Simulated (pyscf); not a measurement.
Structures and frequencies: ωB97X-D3(BJ)/def2-SVP in PySCF.

For the elementary gas-phase step `[OH][B]([OH])[OH]` + `[SiH4]` → `[OH][SiH3]` + `[OH][BH][OH]` (singlet surface; B–O, H–Si broken, O–Si, B–H formed), what barrier and reaction energy does ωB97M-D3(BJ)/def2-TZVP give, measured from the separated reactants?

ΔE‡ = 31.9 kcal/mol, ΔE = +10.0 kcal/mol. Zero-point energy shifts the barrier by +1.5 kcal/mol. It is a four-centre exchange, with an imaginary mode of 386i cm⁻¹. On the product side the descent ends in a complex (not fully relaxed), 5.9 kcal/mol under the separated species and 27.1 kcal/mol under the saddle at ωB97X-D3(BJ)/def2-TZVP. The products may also form a dative adduct at HO–BH–OH; it and routes through it were not searched. This is the saddle that the search found; another between the same sides may lie lower.
